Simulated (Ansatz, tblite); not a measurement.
Rock-salt LiF, elastic constant C44

Reference value: 64.9 GPa (measured, 0 K, zero-point motion not removed; as tabulated in Harker's crystal data pages).

What do GFN1-xTB, LDA, PBE, Hartree–Fock give, and how far is each from the reference?


```
level (code)           value (GPa)  cell (Å³/atom)  difference (%)
---------------------  -----------  --------------  --------------
GFN1-xTB (tblite)             25.6            8.91             -61
LDA (Ansatz)                  68.7            7.47            +5.9
PBE (Ansatz)                  60.2            8.42            -7.2
Hartree–Fock (Ansatz)         74.3            7.96           +14.5
```

The levels aren't ranked against this reference (one secondary page as the only source).

The measured value isn't corrected to a static lattice, so vibrations enter the comparison.  GFN1-xTB: the method was fitted mainly to molecules. GFN1-xTB: the run uses a supercell at the zone centre in place of a k mesh. Each level is taken at its own relaxed cell. Ansatz's density-functional and Hartree–Fock values are scalar-relativistic unless marked +SOC, with PAW data made under PBE.

Differences are worked out from the printed values.

Ansatz is an electronic-structure program.
